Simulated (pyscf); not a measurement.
PySCF, gas phase, ωB97X-D3(BJ)/def2-SVP geometries.

Q: PBE/def2-TZVP puts the barrier of `[O][AsH2]` [doublet] + `[H][H]` -> `[OH][AsH2]` + `[H]` [doublet] (hydrogen abstraction; doublet surface; H–H broken, H–O formed) at 9.1 kcal/mol and the reaction energy at +6.0 kcal/mol, from the separated reactants. What do r²SCAN/def2-TZVP, B3LYP-D3(BJ)/def2-TZVP, ωB97M-D3(BJ)/def2-TZVP give on the same structures?

A: r²SCAN: ΔE‡ = 10.4 kcal/mol, ΔE = +7.1 kcal/mol; B3LYP-D3(BJ): ΔE‡ = 11.1 kcal/mol, ΔE = +6.7 kcal/mol; ωB97M-D3(BJ): ΔE‡ = 13.1 kcal/mol, ΔE = +1.0 kcal/mol. PBE's barrier lies under all of them, by 1.3 to 4.1 kcal/mol. Its reaction energy lies among theirs. •O–AsH₂ lies 33.4 kcal/mol over its isomer HO–AsH• (electronic energy, ωB97M-D3(BJ)/def2-TZVP). One saddle was located; it need not be the lowest between these sides. The angle at the transferred H is 169°. Elements up to Kr have no core potential and no relativistic terms here.
